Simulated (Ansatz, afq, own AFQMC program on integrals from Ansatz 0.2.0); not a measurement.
## NaH2⁻, singlet: AFQMC among the cluster methods

```xyz
3

Na    0.0000    0.0000    0.0000
H     0.0000    0.0000   -2.0658
H     0.0000    0.0000    2.0658
```

Basis aug-cc-pVDZ. Noble-gas cores (and the filled d shells of Ga–Kr and In–Xe) are frozen. Integrals, coupled cluster, full CI and functionals: Ansatz 0.2.0; the random walks run on the same integrals in our own AFQMC program. The CISD trial takes its coefficients from CCSD amplitudes. Released means that phaseless walkers are propagated on without the constraint, phases kept. Free AFQMC starts from the CCSD state and is never constrained. Its projection time is finite, and what remains of the start isn't in its error. ± is one standard error of the sampling.

Determinant: RHF, the one that the program's search chose, which needn't be the lowest solution. The geometry is a point of a scan.

Full CI on the same integrals is exact in this basis and with this determinant's frozen core.

```
T1 diagnostic                               : 0.0127
weight of the determinant in the CISD state : 0.932
size of the correlated space                : 4 electrons in 40 orbitals
```

```tsv
level	correlation energy (eV)
MP2	-1.3505
CCSD	-1.8885
CCSD(T)	-1.8936
```

Estimate where full CI lies against CCSD(T) on the same integrals.

0.11 mEh below CCSD(T).

Reference: full CI, correlation energy -1.897 eV. The released energy is read at 2.40 1/Eh (meV from the phaseless value at times in 1/Eh: -0.7 ± 0.6 at 0.24, -1.0 ± 0.7 at 0.51, -0.8 ± 0.4 at 0.99, -0.5 ± 0.4 at 1.62, -1.3 ± 0.6 at 2.40).

```csv
level,E − E(reference) (mEh),share of correlation (%)
CCSD(T),0.11,99.84
CCSDT,0.01,99.98
CCSDT(Q),0.00,99.99
ph-AFQMC/HF,-1.28 ± 0.51,101.84
ph-AFQMC/CISD,0.02 ± 0.02,99.97
released AFQMC,-0.03 ± 0.02,100.04
free AFQMC,0.00 ± 0.008,100.01
```

CCSDT and higher add their correlation energy to the determinant of the CCSD(T) run, since their own runs factorise the integrals more tightly (a shift of under 2 meV). Free projections are given only where their last times agree within the noise and don't stop above the reference; a slow remainder of the start can still hide under it. A walk keeps the symmetry of its determinant, which the program's search chose and which needn't be the lowest solution, so a lower state of the same spin and another symmetry isn't excluded. Released energies are given only where the last usable release times agree within the noise; a slower fall can still hide under it.
